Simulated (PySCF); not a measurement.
From one molecule to another.

First species: C₅H₈.
InChI=1S/C5H8/c1-4-5(2)3/h1,5H,2-3H3

Second species: isoprene, C5H8.
SMILES: `C=CC(=C)C`

Levels: CAM-B3LYP/def2-SVPD for dipole moment, HOMO energy, LUMO energy, HOMO–LUMO gap, static isotropic polarisability and electronic spatial extent ⟨r²⟩ about the centre of nuclear charge; TDDFT CAM-B3LYP/def2-SVPD for lowest singlet excitation; TDA CAM-B3LYP/def2-SVPD for lowest triplet excitation (Tamm–Dancoff); GFN2-xTB for rotational constant A and rotational constant C. Geometries: GFN2-xTB. All species are isolated and taken at one optimised geometry, non-relativistic unless stated; the electronic structure was computed with PySCF and density fitting.

The conformers computed, where there is a choice (atom-mapped SMILES and torsion angles):
- `[CH2:1]=[CH:2][C:3](=[CH2:4])[CH3:5]`: C1–C2–C3–C4 180°

Values for the first species:

* Dipole moment: 0.75 D
* HOMO energy: -9.10 eV
* LUMO energy: 1.32 eV
* HOMO–LUMO gap: 10.42 eV
* Lowest singlet excitation: 6.70 eV
* Lowest triplet excitation (Tamm–Dancoff): 5.56 eV
* Static isotropic polarisability: 58.8 au
* Electronic spatial extent ⟨r²⟩ about the centre of nuclear charge: 476 bohr²
* Rotational constant A: 8.030 GHz
* Rotational constant C: 2.894 GHz

(1) Estimate the same properties for the second species, and the change in each.

Results:

(1) 
| property | first | second | second less first |
| --- | --- | --- | --- |
| dipole moment | 0.75 D | 0.26 D | -0.49 D |
| HOMO energy | -9.10 eV | -7.99 eV | +1.11 eV |
| LUMO energy | 1.32 eV | 0.32 eV | -1.00 eV |
| HOMO–LUMO gap | 10.42 eV | 8.31 eV | -2.11 eV |
| lowest singlet excitation | 6.70 eV | 5.93 eV | -0.77 eV |
| lowest triplet excitation (Tamm–Dancoff) | 5.56 eV | 3.31 eV | -2.25 eV |
| static isotropic polarisability | 58.8 au | 64.7 au | +5.9 au |
| electronic spatial extent ⟨r²⟩ about the centre of nuclear charge | 476 bohr² | 466 bohr² | -10 bohr² |
| rotational constant A | 8.030 GHz | 8.669 GHz | +0.639 GHz |
| rotational constant C | 2.894 GHz | 2.892 GHz | -0.002 GHz |

On the first: The polarisability is 8.72 Å³ as a volume (1 au = 0.148185 Å³), or 1.55 au for each of the 38 electrons. The vertical singlet–triplet gap S1 − T1 is 1.14 eV (TDDFT singlet less Tamm–Dancoff triplet).

On the second: A dipole of 0.26 D is allowed in Cs, and pure rotational transitions are dipole-allowed. No computed singlet falls in the visible range (750 to 380 nm, 1.65 to 3.26 eV); S1 lies 2.67 eV above its blue end.
